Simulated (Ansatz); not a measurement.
The input, for Ansatz 0.2.0:

```yaml
crystal:
  periodic: [false, false, false]
  atoms:
    - {symbol: B, position_ang: [-2.047664, 0.034738, 0.000000]}
    - {symbol: H, position_ang: [-2.644397, 1.068310, 0.000000]}
    - {symbol: H, position_ang: [-2.644397, -0.998833, 0.000000]}
    - {symbol: H, position_ang: [-0.748664, 0.034738, 0.000000]}
    - {symbol: Si, position_ang: [0.956336, 0.034738, 0.000000]}
    - {symbol: H, position_ang: [1.352771, -1.444775, 0.000000]}
basis:
  gaussian: {orbitals: cc-pVDZ}
magnetization: {spin_polarized: false, initial_magnetization: 1}
correlation: {method: bccd_t, electrons: outside_noble_gas}
scf: {lower_state_search: off}
```

```sh
$ ansatz run in.yaml --threads 1 --pin off --events-out ev --progress --plain --max-ram 2393MiB
```

Problem. Roughly how long does this take on 1 thread of Intel Xeon 6975P-C, shared host, and how much host memory?

Solution. 1.1 s wall and 0.17 GiB.

```
these checks for a lower state are left out or cut short: stability, starts, cluster_reference, orbital_swaps, neighbouring_geometries, increment
488 factors; integrals over basis functions are off by at most 1.3e-3 eV
mean field evaluation 1: about -8591.7648 eV, gradient 1.2e1 eV
mean field evaluation 2: about -8591.7874 eV, gradient 1.2e1 eV
mean field evaluation 4: about -8593.1582 eV, gradient 1.7e0 eV
mean field evaluation 8: about -8593.2457 eV, gradient 2.2e-1 eV
mean field evaluation 16: about -8593.2465 eV, gradient 1.8e-6 eV
mean field -8593.24654763 eV, -315.7959859135 hartree, gradient 1.8e-6 eV, S^2 0.750000; 0 other end points of the search recorded, 0 dependent functions left out
6 core orbitals not correlated: weight in the atoms' cores, before any rotation towards them, 1.000 or more for the frozen orbitals, at most 0.000 for the correlated occupied ones
reference -8593.24654763 eV, -315.7959859135 hartree; 6, 5 occupied and 40, 41 virtual orbitals, 488 factors
second order -4.66488459 eV of doubles, -0.06071005 eV of singles
cycle   1  -5.63965807 eV  change   -9.1e-1 eV  update   7.8e-2
cycle   2  -5.95772081 eV  change   -3.2e-1 eV  update   3.0e-2
cycle   3  -5.97825441 eV  change   -2.1e-2 eV  update   1.6e-2
cycle   4  -5.97555424 eV  change    2.7e-3 eV  update   1.1e-2
cycle   5  -5.97366590 eV  change    1.9e-3 eV  update   7.1e-3
cycle   6  -5.97079065 eV  change    2.9e-3 eV  update   3.1e-3
cycle   7  -5.97037126 eV  change    4.2e-4 eV  update   1.3e-3
cycle   8  -5.97113257 eV  change   -7.6e-4 eV  update   5.4e-4
cycle   9  -5.97102632 eV  change    1.1e-4 eV  update   2.9e-4
cycle  10  -5.97085486 eV  change    1.7e-4 eV  update   1.3e-4
cycle  11  -5.97087430 eV  change   -1.9e-5 eV  update   5.9e-5
cycle  12  -5.97088733 eV  change   -1.3e-5 eV  update   3.2e-5
cycle  13  -5.97090389 eV  change   -1.7e-5 eV  update   1.9e-5
cycle  14  -5.97089823 eV  change    5.7e-6 eV  update   1.2e-5
cycle  15  -5.97089361 eV  change    4.6e-6 eV  update   5.9e-6
perturbative correction -0.16337125 eV, -0.0060037827 hartree
Total energy: -8599.38081249 eV, -316.0214159892 hartree
Checks for a lower state left out: stability, starts, cluster_reference, orbital_swaps, neighbouring_geometries, increment
```
